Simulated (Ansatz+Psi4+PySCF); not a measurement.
A calculation with Ansatz (development build ahead of 0.2.0).

```yaml
crystal:
  periodic: [false, false, false]
  atoms:
    - { symbol: F, position_ang: [0.0, 0.0, 0.09339] }
    - { symbol: H, position_ang: [0.0, 0.0, -2.70828] }
basis:
  gaussian: { orbitals: cc-pVTZ }
magnetization:
  spin_polarized: true
hamiltonian:
  xc: hf
correlation:
  method: mp2
  frozen_orbitals: { F: 1, H: 0 }
scf:
  omitted_lower_state_checks: [stability, starts, atomic_configurations, cluster_reference, orbital_swaps, given_window_search, neighbouring_geometries, increment]
```

The input is written out in the form of the current development build from the run's settings.

Output:

| Item | Value |
| --- | --- |
| Converged | yes |
| Reference energy | -99.69464 hartree |
| Correlation energy | -0.38134 hartree |
| Total energy | -100.07598 hartree |
| Spin squared of the determinant | 0.000 |
| Occupied orbitals by symmetry in an Abelian subgroup (alpha; beta) | 3 A1 1 B1 1 B2; 3 A1 1 B1 1 B2 |

This is not the lowest solution: another run reaches a determinant 5.74 eV lower. Caution: bonds are stretched, where a single reference can fail.
